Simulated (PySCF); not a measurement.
## The first ionisation energy along the second row

Calculated with PySCF 2.14 from differences of total energies of unrestricted determinants, without spin-orbit coupling. Values in eV. The last column holds reference values (NIST; (s) semi-empirical, (t) theoretical, else measured). Unmarked ones compare directly (S terms, centres of terms, or small fine structure); those marked * lie between the lowest fine-structure levels and include a spin-orbit shift.

| element | configurations | UHF | SCS-MP2 (valence) | CCSD (valence) | LDA | PBE0 | r2SCAN | reference |
| --- | --- | --- | --- | --- | --- | --- | --- | --- |
| Li (aug-cc-pVDZ-DK, spin-free X2C) | [He] 2s1 → 1s2 | 5.342 | n/a | n/a | 5.451 | 5.564 | 5.385 | 5.392 |
| Be (aug-cc-pVDZ-DK, spin-free X2C) | [He] 2s2 → [He] 2s1 | 8.076 | 8.917 | 9.287 | 9.055 | 9.013 | 8.828 | 9.323 |
| B (aug-cc-pVDZ-DK, spin-free X2C) | [He] 2s2 2p1 → [He] 2s2 | 8.040 | 8.124 | 8.066 | 8.649 | 8.660 | 8.768 | 8.297 |
| C (aug-cc-pVDZ-DK, spin-free X2C) | [He] 2s2 2p2 → [He] 2s2 2p1 | 10.812 | 11.032 | 11.046 | 11.696 | 11.533 | 11.689 | 11.262 |
| N (aug-cc-pVDZ-DK, spin-free X2C) | [He] 2s2 2p3 → [He] 2s2 2p2 | 13.922 | 14.253 | 14.340 | 15.012 | 14.726 | 14.842 | 14.545 |
| O (aug-cc-pVDZ-DK, spin-free X2C) | [He] 2s2 2p4 → [He] 2s2 2p3 | 12.047 | 13.105 | 13.110 | 13.988 | 13.842 | 13.711 | 13.608 |
| F (aug-cc-pVDZ-DK, spin-free X2C) | [He] 2s2 2p5 → [He] 2s2 2p4 | 15.752 | 17.103 | 17.072 | 17.983 | 17.496 | 17.609 | 17.427 |
| Ne (aug-cc-pVDZ-DK, spin-free X2C) | [Ne] → [He] 2s2 2p5 | 19.829 | 21.447 | 21.372 | 22.251 | 21.550 | 21.611 | 21.597 |

```tsv
method	elements	mean error (eV)	mean absolute error (eV)	largest error (eV)
UHF	8	-0.954	0.954	-1.768
SCS-MP2 (valence)	7	-0.297	0.297	-0.503
CCSD (valence)	7	-0.252	0.252	-0.498
LDA	8	0.329	0.396	0.654
PBE0	8	0.117	0.206	0.363
r2SCAN	8	0.124	0.250	-0.494
```

Errors include the incompleteness of the basis and the frozen core.

"Valence" correlates the outer s and p shells and, in groups 3 to 12 and the f block, the outer d or f shell, open or full, or the next shell where the ion has no valence electron left; the wider scheme adds the next inner shell.
